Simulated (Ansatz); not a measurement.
C$_{4}$H$_{6}$O, SMILES `C=C=COC`, relaxed with RKS PBE0-D4/def2-TZVP in the Gaussian-basis code of Ansatz from a PBE-D4/def2-SVP geometry. The force threshold is 0.005 eV/Å; the program also tests the step.

Charge 0, multiplicity 1.

Start:

```xyz
11

C     1.150   -1.752    0.126
C     0.968   -0.463   -0.086
C     0.844    0.839   -0.310
O    -0.294    1.588   -0.249
C    -1.472    0.880    0.096
H     1.393   -2.152    1.129
H     1.071   -2.497   -0.688
H     1.716    1.458   -0.582
H    -2.298    1.615    0.107
H    -1.381    0.405    1.099
H    -1.695    0.078   -0.644
```

(1) By how much does the energy fall, and how many steps does the optimiser take? (Estimate.)

(2) Which bonds change most? (An estimate is asked.)

(3) Give the relaxed structure. (Best estimate.)

## Answers

(1) Ansatz gave: 6.19 kJ/mol, in 10 steps, 2 of them rejected.

(2) The calculation gave: C2–C3 from 1.328 to 1.308 Å; C1–H7 from 1.107 to 1.087 Å; C1–H6 from 1.107 to 1.087 Å; C3–H8 from 1.104 to 1.085 Å.

(3) Computed: 
```xyz
11

C     1.126   -1.725    0.125
C     0.956   -0.452   -0.085
C     0.841    0.832   -0.307
O    -0.290    1.574   -0.246
C    -1.454    0.857    0.097
H     1.360   -2.114    1.113
H     1.041   -2.452   -0.678
H     1.702    1.435   -0.575
H    -2.271    1.577    0.107
H    -1.352    0.396    1.085
H    -1.660    0.070   -0.636
```
